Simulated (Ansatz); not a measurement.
# C₂HNa (SMILES C#[C][Na]): a rigid scan of the bond length C1–H4

An exercise on one series of results from a longer session: the logs are not shown, and one member is left open.

The runs use Ansatz 0.2.0, Gaussian basis; single points in def2-TZVPP.

Levels: PBE-D4, r2SCAN-D4, PBE0-D4, B3LYP-D4, wB97M-V, Hartree-Fock, MP2, CCSD, CCSD(T). The scan takes 0.939, 0.977, 1.031, 1.094, 1.165, 1.241, 1.321, 1.406, 1.494 Å.

Correlated methods freeze the cores. The outer core shell of Li, Na, Mg and K is correlated. B3LYP uses VWN-RPA correlation.

18 further runs of the same task are left out: 18 set aside as unsound or not needed.

## The starting structure

4 atoms, charge 0, spin multiplicity 1.

Atoms are counted from 1 here; the program's logs count them from 0.

Bond lengths: C1–C2 1.157 Å, C1–H4 1.113 Å, C2–Na3 2.183 Å. Angles: C2–C1–H4 179.0°, C1–C2–Na3 178.4°.

As a file:

```mol
C2HNa
  3D, bonds by distance, orders not assigned

  4  3  0  0  0  0  0  0  0  0999 V2000
   -0.0622    0.8199   -0.1187 C   0  0
    0.0257   -0.3227    0.0414 C   0  0
    0.2516   -2.4734    0.3428 Na  0  0
   -0.1596    1.9158   -0.2859 H   0  0
  1  2  8  0
  1  4  8  0
  2  3  8  0
M  END
```

Set-up of the first run:

The input, pre/in.yaml:

```yaml
crystal:
  periodic: [false, false, false]
  atoms:
    - {symbol: C, position_ang: [-0.062200, 0.819900, -0.118700]}
    - {symbol: C, position_ang: [0.025700, -0.322700, 0.041400]}
    - {symbol: Na, position_ang: [0.251600, -2.473400, 0.342800]}
    - {symbol: H, position_ang: [-0.159600, 1.915800, -0.285900]}
basis:
  gaussian: {orbitals: def2-SVP}
hamiltonian: {xc: pbe, dispersion: d4}
relax: {f_tol: 0.03, max_steps: 250}
```

The command line of these runs was not kept.

Among the steps run: A first relaxation in a small basis; Relaxation at PBE0-D4; The minimum at every level; C1–H4 = 0.939 Å; C1–H4 = 0.977 Å; C1–H4 = 1.031 Å; C1–H4 = 1.094 Å; C1–H4 = 1.165 Å; C1–H4 = 1.241 Å; C1–H4 = 1.321 Å; C1–H4 = 1.406 Å; C1–H4 = 1.494 Å.

One table of the session follows, with a row left open; its other results are not shown here.

Energies less that of the minimum at the same level (kcal/mol):

```
bond length (Å)  PBE-D4  PBE0-D4  B3LYP-D4  wB97M-V  Hartree-Fock
          0.939    10.2      9.5       9.1      9.2           8.5
          0.977     4.8      4.4       4.1      4.2           3.6
          1.031     0.8      0.6       0.5      0.6           0.3
1.067 (minimum)     0.0      0.0       0.0      0.0           0.0
          1.094       ?        ?         ?        ?             ?
          1.165     3.0      3.6       3.8      3.8           4.7
          1.241     8.9     10.1      10.2     10.3          12.1
          1.321    17.0     18.8      18.9     19.1          22.0
          1.406    26.8     29.3      29.2     29.7          33.8
          1.494    37.3     40.7      40.3     41.2          46.7
```

Q: Estimate the row for bond length (Å) = 1.094 from the others.

The run gave: PBE-D4: 0.2; PBE0-D4: 0.3; B3LYP-D4: 0.4; wB97M-V: 0.4; Hartree-Fock: 0.6.
